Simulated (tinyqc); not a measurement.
Ways to converge the cycle: SCF convergence aids in the sto-3g basis, for NH3+, spin multiplicity 2. Computed by the program tinyqc with PySCF. UHF with one setting changed at a time; a run stops when the energy changes by less than 1e-09 hartree and the error matrix is below 1e-5. The start is random orbitals. Damping d keeps d of the old density; a shift (hartree) raises the virtual levels; DIIS n extrapolates F over n matrices.

Geometry (angstrom):
```
atom,x,y,z
N,0.0000,0.0000,0.1650
H,1.1820,0.0000,0.0000
H,-0.5910,1.0240,0.0000
H,-0.5910,-1.0240,0.0000
```

lowest solution found by these runs and by PySCF with stability checks = -55.163927 hartree

Largest element of the error matrix X^T (FDS - SDF) X:
```
iteration,plain,damping 0.3,damping 0.6,shift 0.4,DIIS 3,DIIS 8
1,4.2e+00,4.2e+00,4.2e+00,4.2e+00,4.2e+00,4.2e+00
2,2.3e-01,1.4e+00,2.6e+00,3.4e-01,2.3e-01,2.3e-01
3,1.2e-01,4.6e-01,1.6e+00,1.5e-01,1.2e-01,1.2e-01
4,8.5e-02,1.5e-01,9.9e-01,1.2e-01,8.9e-02,8.9e-02
5,6.0e-02,8.9e-02,6.1e-01,1.1e-01,5.1e-02,4.9e-02
6,4.1e-02,7.3e-02,3.8e-01,9.6e-02,1.5e-02,1.1e-02
8,1.8e-02,4.5e-02,1.4e-01,6.5e-02,3.9e-03,1.8e-03
10,7.8e-03,2.7e-02,6.7e-02,4.1e-02,9.1e-04,1.6e-04
14,1.4e-03,9.0e-03,4.0e-02,1.5e-02,1.9e-05,1.2e-06
20,1.2e-04,1.7e-03,1.7e-02,3.2e-03,-,-
30,-,1.1e-04,3.8e-03,2.3e-04,-,-
45,-,-,4.2e-04,-,-,-
60,-,-,4.6e-05,-,-,-
```

How each run ends:
```
run,iterations,E (hartree),state
plain,28,-55.16393,lowest found
damping 0.3,41,-55.16393,lowest found
damping 0.6,>60,-55.16393,"falls steadily but slowly, by a factor of about 0.86 a step"
shift 0.4,43,-55.16393,lowest found
DIIS 3,17,-55.16393,lowest found
DIIS 8,14,-55.16393,lowest found
```

What does the comparison show, and why?

5 of 6 runs reach the lowest solution found, in 14 to 43 iterations (fastest: DIIS 8). Not converged: damping 0.6. Plain steps already contract here, so damping only slows them. DIIS 3 and DIIS 8 gain by cancelling the error over several earlier matrices, much as a quasi-Newton step does.
